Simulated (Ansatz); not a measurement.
# Worked example: vertical energy of the triplet above the singlet of C2H5N (N-methylmethanimine)

C2H5N: 8 atoms, total charge 0, spin state singlet. As SMILES, `C=NC`. The shape is that of a PBE0-D4/def2-TZVP optimisation.

Both states at this one shape; open shells run unrestricted unless said. 1 Eh = 27.2114 eV.

| level | program | singlet C2H5N (Eh) | triplet C2H5N (Eh) |
| --- | --- | --- | --- |
| PBE-QIDH/x2c-SVPall (sfX2C), 3 core orbitals frozen | Ansatz | -133.676403 | -133.516702 |
| MP2/def2-mTZVPP, 3 core orbitals frozen | Ansatz | -133.581840 | -133.406156 |
| MP2/def2-TZVP, 3 core orbitals frozen | Ansatz | -133.642933 | -133.468354 |

Q: Work out the vertical gap, second state less first, at each level.

A: 
1. PBE-QIDH/x2c-SVPall (sfX2C): -133.516702 − (-133.676403) = 0.159701 Eh = 4.35 eV.
2. MP2/def2-mTZVPP: -133.406156 − (-133.581840) = 0.175684 Eh = 4.78 eV.
3. MP2/def2-TZVP: -133.468354 − (-133.642933) = 0.174579 Eh = 4.75 eV.

No measured value is set beside it here; the levels span 4.35 to 4.78 eV.
